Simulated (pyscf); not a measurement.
Thermochemistry of product channels of Cl–AlH–Cl (SMILES [Cl][AlH][Cl]) + H₂C=CH₂ (SMILES C=C) on the singlet surface, in kcal/mol, from ωB97M-D3(BJ)/def2-TZVP energies (ideal gas, 1 atm, RRHO with modes under 100 cm⁻¹ raised to 100, one conformer, R ln 2 for rigid chiral ones). Single points on ωB97X-D3(BJ)/def2-SVP structures (PySCF, gas phase).

```
products                                            ΔE  ΔH(298 K)  ΔG(600 K)  ΔG(900 K)
-----------------------------------------------  -----  ---------  ---------  ---------
Cl–CH₂–CH₂–AlH–Cl (SMILES ClC[CH2][AlH][Cl])     +12.5      +14.2      +36.2      +46.6
H₃C–CH₂–Al(Cl)–Cl (SMILES C[CH2][Al]([Cl])[Cl])  -34.6      -30.5      -10.4       -0.7
```

The channel to H₃C–CH₂–Al(Cl)–Cl turns unfavourable between 298 and 1200 K (ΔG from -20.4 kcal/mol to +8.7 kcal/mol).

These are energies of the channels, which say nothing of barriers.
